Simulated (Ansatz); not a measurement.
A nudged elastic band was laid between two geometries of FH$_{3}$OSi (6 atoms, charge 0, multiplicity 1).

All numbers below come from Ansatz 0.2.0, RKS r2SCANh-D4/def2-SVP.

```
movable images  : 7
climbing image  : yes
spring          : 5.0 eV/Å²
optimiser       : quadratic models (default)
start path      : through a guess of the saddle point
force threshold : 0.05 eV/Å
iteration limit : 60
end points      : relaxed
```

First end point:

```xyz
6
Properties=species:S:1:pos:R:3
Si 0.116 0.036 0.219
H 0.164 0.124 1.700
F 1.637 -0.255 -0.258
H -0.350 1.279 -0.426
O -0.886 -1.161 -0.297
H -0.787 -2.039 0.081
```

Last end point:

```xyz
6
Properties=species:S:1:pos:R:3
Si -0.791 0.099 0.311
H 1.538 0.118 1.614
F 1.611 0.063 0.690
H -0.444 1.049 -0.831
O -0.881 -1.283 -0.635
H -1.139 -2.062 -0.130
```

Task: What changes between the two ends?

Result: Bonds broken: Si1–H2, Si1–F3. Bonds formed: H2–F3. FH3OSi becomes FH + H2OSi.

Task: What energy profile does the band end with?

Result: It converged. The highest image is number 5 of 0 to 8, 3.66 eV above the first end and 0.34 eV above the last; the last end lies 3.32 eV above the first. Neighbouring images differ by up to 1.4 eV, so the band resolves the path poorly. A vibrational analysis at the climbing image gives one clearly imaginary mode, 1071i cm⁻¹: a first-order saddle point. The orbitals stay closed-shell, which can raise the energy where a bond breaks towards radicals; this wasn't checked here.

```csv
image,path coordinate (Å),energy (eV),Si1–H2 (Å),Si1–F3 (Å),H2–F3 (Å)
0,0.00,0.00,1.48,1.62,2.48
1,0.28,0.11,1.48,1.62,2.31
2,0.57,0.62,1.48,1.63,2.02
3,0.85,1.71,1.49,1.70,1.71
4,1.13,3.07,1.54,1.84,1.43
5,1.41,3.66,1.67,2.00,1.15
6,1.72,3.43,1.98,2.25,0.97
7,2.03,3.34,2.35,2.40,0.93
8,2.34,3.32,2.67,2.43,0.93
```

Task: What is the geometry of the highest image?

Result: 
```xyz
6
Properties=species:S:1:pos:R:3:forces:R:3
Si -0.360 0.104 0.359 0.00 0.00 -0.01
H 0.968 0.018 1.366 0.00 0.00 0.01
F 1.633 -0.071 0.436 0.00 -0.01 -0.01
H -0.458 1.173 -0.686 0.00 0.00 0.00
O -0.902 -1.217 -0.488 0.01 0.00 0.01
H -0.988 -2.022 0.032 0.00 0.00 -0.01
```

The band took 8 iterations and about 70 core-seconds.

The run took 68 s on 1 thread of Intel(R) Xeon(R) 6975P-C (Granite Rapids), with other jobs on the host, peak memory 0.13 GiB.
